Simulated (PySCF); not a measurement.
Adding and removing an electron: AlF

PBE0; PySCF, no relativity, basis sets Al pcseg-1, F pcseg-1. Neutral (UKS): singlet (closed shell), Re = 1.688 Å, ωe = 783 cm⁻¹, De = 6.58 eV, HOMO -7.19 eV, LUMO -1.37 eV.

AlF⁺ (UKS): doublet (σ ↑), Re = 1.632 Å, ωe = 904 cm⁻¹, De = 3.02 eV to Al⁺ + F. The energies at the minima are -342.08566 hartree for AlF and -341.73108 for AlF⁺.

**Question.** Work out the adiabatic ionisation energy, without and with harmonic zero-point energies (1 hartree = 27.2114 eV, 1 eV = 8065.5 cm⁻¹), and the change of the bond length.

**Answer.** At PBE0: 0.35458 hartree = 9.649 eV between the minima; the zero-point term (904.0 − 783.0)/2 cm⁻¹ = +0.008 eV makes it 9.656 eV. Re changes by -5.6 pm against the neutral. Minus the HOMO energy is 7.19 eV, -2.46 eV from the value between the minima; self-interaction puts the Kohn–Sham level too high, less so with exact exchange. The electron leaves a σ orbital, and the shorter bond of the ion fits an antibonding orbital, or a change in how ionic the bond is.

For an ion De counts to the pair picked by the measured ionisation energies or electron affinities, which need not be the lowest pair at this level. States were picked by a PBE0 search and need not be the measured ground states.
